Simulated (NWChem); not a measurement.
All runs are NWChem calculations. System: CH₂, charge 2, spin multiplicity 1, at the geometry of a parent with another charge or spin, in a state set for the comparison that need not be this species' ground state. Level: MP2/def2-TZVP, 1 core orbitals frozen.

Job file:

```
start mol
memory heap 200 mb stack 900 mb global 1100 mb
charge 2
geometry units angstroms nocenter noautoz
  C      0.000000     0.000000     0.092360
  H      1.057177     0.000000    -0.277081
  H     -1.057177     0.000000    -0.277081
  symmetry group C2v
end
basis spherical
  * library def2-tzvp
end
scf
  rhf
  nopen 0
  maxiter 100
  thresh 1e-7
  semidirect memsize 60000000 filesize 0
end
mp2
  freeze core 1
end
task mp2 energy
```

NWChem printed:

```
             Northwest Computational Chemistry Package (NWChem) 7.3.0
             --------------------------------------------------------

                                NWChem Input Module
                                -------------------

 Scaling coordinates for geometry "geometry" by  1.889725989
 (inverse scale =  0.529177249)

 Turning off AUTOSYM since
 SYMMETRY directive was detected!

                             Geometry "geometry" -> ""
                             -------------------------

 Output coordinates in angstroms (scale by  1.889725989 to convert to a.u.)

  No.       Tag          Charge          X              Y              Z
 ---- ---------------- ---------- -------------- -------------- --------------
    1 C                    6.0000     0.00000000     0.00000000     0.09236000
    2 H                    1.0000     1.05717700     0.00000000    -0.27708100
    3 H                    1.0000    -1.05717700     0.00000000    -0.27708100

 Effective nuclear repulsion energy (a.u.)       5.9206905035

            Nuclear Dipole moment (a.u.)
            ----------------------------
        X                 Y               Z
 ---------------- ---------------- ----------------
     0.0000000000     0.0000000000    -0.0000037795

      Symmetry information
      --------------------

 Group name             C2v
 Group number             16
 Group order               4
 No. of unique centers     2

      Symmetry unique atoms

     1    2


 Summary of "ao basis" -> "" (spherical)
 ------------------------------------------------------------------------------
       Tag                 Description            Shells   Functions and Types
 ---------------- ------------------------------  ------  ---------------------
 *                         def2-tzvp                  on all atoms

 Summary of "ao basis" -> "ao basis" (spherical)
 ------------------------------------------------------------------------------
       Tag                 Description            Shells   Functions and Types
 ---------------- ------------------------------  ------  ---------------------
 C                         def2-tzvp                11       31   5s3p2d1f
 H                         def2-tzvp                 4        6   3s1p

                                 NWChem SCF Module
                                 -----------------

  ao basis        = "ao basis"
  functions       =    43
  atoms           =     3
  closed shells   =     3
  open shells     =     0
  charge          =   2.00
  wavefunction    = RHF
  use symmetry    = T
  symmetry adapt  = T

 Summary of "ao basis" -> "ao basis" (spherical)
 ------------------------------------------------------------------------------
       Tag                 Description            Shells   Functions and Types
 ---------------- ------------------------------  ------  ---------------------
 C                         def2-tzvp                11       31   5s3p2d1f
 H                         def2-tzvp                 4        6   3s1p

      Symmetry analysis of basis
      --------------------------

        a1         19
        a2          4
        b1         12
        b2          8

 Forming initial guess at       0.1s

      Superposition of Atomic Density Guess
      -------------------------------------

 Sum of atomic energies:         -38.67094660

 Renormalizing density from       8.00 to      6

      Non-variational initial energy
      ------------------------------

 Total energy =     -30.950676
 1-e energy   =     -47.110541
 2-e energy   =      10.239174
 HOMO         =      -1.506261
 LUMO         =      -1.241644

      Symmetry analysis of molecular orbitals - initial
      -------------------------------------------------

  Numbering of irreducible representations:

     1 a1          2 a2          3 b1          4 b2

  Orbital symmetries:

     1 a1          2 a1          3 b1          4 a1          5 b2
     6 a1          7 b1          8 a1          9 a1         10 b2
    11 b1         12 a1         13 a2

 Starting SCF solution at       0.2s

 ----------------------------------------------
         Quadratically convergent ROHF

 Convergence threshold     :          1.000E-07
 Maximum no. of iterations :          100
 Final Fock-matrix accuracy:          1.000E-09
 ----------------------------------------------

              iter       energy          gnorm     gmax       time
             ----- ------------------- --------- --------- --------
                 1      -37.7191175181  1.63D+00  9.86D-01      0.2
                 2      -37.7846014642  5.50D-01  4.19D-01      0.2
                 3      -37.7873344271  9.82D-02  6.67D-02      0.2
                 4      -37.7874728643  4.24D-03  2.62D-03      0.2
                 5      -37.7874746247  5.12D-06  2.37D-06      0.2
                 6      -37.7874746247  1.21D-09  7.02D-10      0.3

       Final RHF  results
       ------------------

         Total SCF energy =    -37.787474624701
      One-electron energy =    -56.576197015273
      Two-electron energy =     12.868031887079
 Nuclear repulsion energy =      5.920690503493

        Time for solution =      0.1s

       Symmetry analysis of molecular orbitals - final
       -----------------------------------------------

  Numbering of irreducible representations:

     1 a1          2 a2          3 b1          4 b2

  Orbital symmetries:

     1 a1          2 a1          3 b1          4 a1          5 b2
     6 a1          7 b1          8 a1          9 a1         10 b2
    11 b1         12 a1         13 b1

             Final eigenvalues
             -----------------

              1
    1  -12.3046
    2   -1.6758
    3   -1.4397
    4   -0.7469
    5   -0.7155
    6   -0.3930
    7   -0.3102
    8   -0.2645
    9   -0.1996
   10   -0.1937
   11   -0.1772
   12   -0.0154
   13    0.0430

                       ROHF Final Molecular Orbital Analysis
                       -------------------------------------

 Vector    2  Occ=2.000000D+00  E=-1.675790D+00  Symmetry=a1
              MO Center= -2.9D-16, -1.0D-16, -4.8D-02, r^2= 7.8D-01
   Bfn.  Coefficient  Atom+Function         Bfn.  Coefficient  Atom+Function
  ----- ------------  ---------------      ----- ------------  ---------------
     3      0.454721  1 C  s                  4      0.448108  1 C  s
     2     -0.241142  1 C  s

 Vector    3  Occ=2.000000D+00  E=-1.439719D+00  Symmetry=b1
              MO Center=  8.9D-17,  1.6D-19, -4.0D-02, r^2= 9.2D-01
   Bfn.  Coefficient  Atom+Function         Bfn.  Coefficient  Atom+Function
  ----- ------------  ---------------      ----- ------------  ---------------
     6      0.435049  1 C  px                 9      0.338725  1 C  px
    33      0.152802  2 H  s                 39     -0.152802  3 H  s

 Vector    4  Occ=0.000000D+00  E=-7.469424D-01  Symmetry=a1
              MO Center=  3.5D-16, -9.4D-17,  2.4D-01, r^2= 9.9D-01
   Bfn.  Coefficient  Atom+Function         Bfn.  Coefficient  Atom+Function
  ----- ------------  ---------------      ----- ------------  ---------------
    11      0.456860  1 C  pz                 8      0.432518  1 C  pz
     4      0.204694  1 C  s                 14      0.178103  1 C  pz

 Vector    5  Occ=0.000000D+00  E=-7.155495D-01  Symmetry=b2
              MO Center= -1.1D-16, -5.0D-16,  8.1D-02, r^2= 1.0D+00
   Bfn.  Coefficient  Atom+Function         Bfn.  Coefficient  Atom+Function
  ----- ------------  ---------------      ----- ------------  ---------------
    10      0.497185  1 C  py                 7      0.454876  1 C  py
    13      0.209120  1 C  py

 Vector    6  Occ=0.000000D+00  E=-3.929605D-01  Symmetry=a1
              MO Center= -1.0D-16,  4.2D-17, -2.0D-01, r^2= 3.2D+00
   Bfn.  Coefficient  Atom+Function         Bfn.  Coefficient  Atom+Function
  ----- ------------  ---------------      ----- ------------  ---------------
    34     -0.996881  2 H  s                 40     -0.996881  3 H  s
     5      0.929658  1 C  s                  4      0.628814  1 C  s
    14     -0.334630  1 C  pz                 3      0.269337  1 C  s
    33     -0.245476  2 H  s                 39     -0.245476  3 H  s

 center of mass
 --------------
 x =   0.00000000 y =   0.00000000 z =   0.07413230

 moments of inertia (a.u.)
 ------------------
           0.841145215550           0.000000000000           0.000000000000
           0.000000000000           8.885814712742           0.000000000000
           0.000000000000           0.000000000000           8.044669497192

  Mulliken analysis of the total density
  --------------------------------------

    Atom       Charge   Shell Charges
 -----------   ------   -------------------------------------------------------
    1 C    6     4.98   0.86  1.11  0.75  0.83  0.03  0.71  0.64  0.03  0.01  0.02  0.00
    2 H    1     0.51   0.20  0.28  0.00  0.03
    3 H    1     0.51   0.20  0.28  0.00  0.03

       Multipole analysis of the density wrt the origin
       ------------------------------------------------

     L   x y z        total         open         nuclear
     -   - - -        -----         ----         -------
     0   0 0 0      2.000000      0.000000      8.000000

     1   1 0 0      0.000000      0.000000      0.000000
     1   0 1 0      0.000000      0.000000      0.000000
     1   0 0 1     -0.019631      0.000000     -0.000004

     2   2 0 0      0.609368      0.000000      7.982209
     2   1 1 0     -0.000000      0.000000      0.000000
     2   1 0 1     -0.000000      0.000000      0.000000
     2   0 2 0     -2.378758      0.000000      0.000000
     2   0 1 1     -0.000000      0.000000      0.000000
     2   0 0 2     -1.896579      0.000000      0.731104

                   NWChem MP2 Semi-direct Energy/Gradient Module
                   ---------------------------------------------

  Basis functions       =     43
  Molecular orbitals    =     43
  Frozen core           =      1
  Frozen virtuals       =      0
  Active alpha occupied =      2
  Active beta occupied  =      2
  Active alpha virtual  =     40
  Active beta virtual   =     40
  Use MO symmetry       = T
  Use skeleton AO sym   = T

  AO/Fock/Back tols     =   1.0D-09  1.0D-09  1.0D-09

 GA uses MA = F    GA memory limited = T

 Available:
  local mem=  1.26D+08
 global mem=  1.44D+08
 local disk=  0.00D+00
  mp2_memr nvloc                    40
  nvloc new                    40
   1 passes of   2:        3145728                       7770                    260535.
   1 passes of   2: M    126153723           G      144175502           F     123007995.

 Semi-direct pass number   1 of   1  for RHF alpha+beta  at        0.3s
  vrange nnbf                   946
  mp2_eaftype                    10  avail_ma_in_mb                  1099
 EAF : mp2_eaftype filesize          10     130268.
  mp2_eaf for mointskh                     10
Node 0 wrote      0.6 Mb in      0.0 s     Agg I/O rate:   828.1 Mb/s
 Done moints_semi at        0.6s
  mp2_eaftype                    10  avail_ma_in_mb                  1089
 EAF : mp2_eaftype filesize          10     130268.
  mp2_eaf for kh                    10
 Done maket at        0.6s
 Done multipass loop at        0.6s

          -------------------------------------------
          SCF energy                 -37.787474624701
          Correlation energy          -0.075878574156
          Singlet pairs               -0.068510288373
          Triplet pairs               -0.007368285783
          Total MP2 energy           -37.863353198857
          -------------------------------------------

          ---------------------------------------------------
                    Spin Component Scaled (SCS) MP2
          Same spin pairs                     -0.004912190522
          Same spin scaling factor             0.333333333333
          Opposite spin pairs                 -0.070966383634
          Opposite spin scaling fact.          1.200000000000
          SCS-MP2 correlation energy          -0.086797057201
          Total SCS-MP2 energy               -37.874271681903
          ---------------------------------------------------

 -----------------------
 Performance information
 -----------------------

 Timer overhead =  2.29D-07 seconds/call

               Nr. of calls         CPU time (s)                 Wall time (s)                GFlops
             ---------------    -------------------     ------------------------------   -------------------
Name         Min   Avg   Max    Min     Avg     Max     Min     Avg     Max   Mx/calls   Min     Max     Sum
mp2: moin     1     1     1   0.30    0.30    0.30     0.30    0.30    0.30    0.30      0.0     0.0     0.0
mp2: make     1     1     1   6.99E-3 6.99E-3 6.99E-3  6.99E-3 6.99E-3 6.99E-3 6.99E-3   0.0     0.0     0.0
mp2: tota     1     1     1   0.35    0.35    0.35     0.35    0.35    0.35    0.35      0.0     0.0     0.0

 The average no. of pstat calls per process was 3.00D+00
 with a timing overhead of 6.86D-07s

 Task  times  cpu:        0.6s     wall:        0.6s

 Total times  cpu:        0.6s     wall:        0.6s
```
